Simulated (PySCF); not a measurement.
All values below come from PBE-D3(BJ)/def2-TZVP // TPSS-D3(BJ)/def2-SVP run with PySCF 2.14.0. All species are isolated molecules in the gas phase. 

Reference species (SMILES): `CC#N` (neutral, multiplicity 1).

* **HOMO**: -8.03 eV
* **LUMO**: -0.36 eV
* **HOMO–LUMO gap**: 7.67 eV

Changed species: `C#C` (free ligand C2H2; the reference has free ligand CH3CN).

Question: Give the shifts of the HOMO, LUMO and HOMO–LUMO gap.

Answer: the HOMO increases by 0.92 eV, to -7.11 eV; the LUMO goes up by 0.05 eV, to -0.31 eV; the HOMO–LUMO gap falls by 0.88 eV, to 6.79 eV.
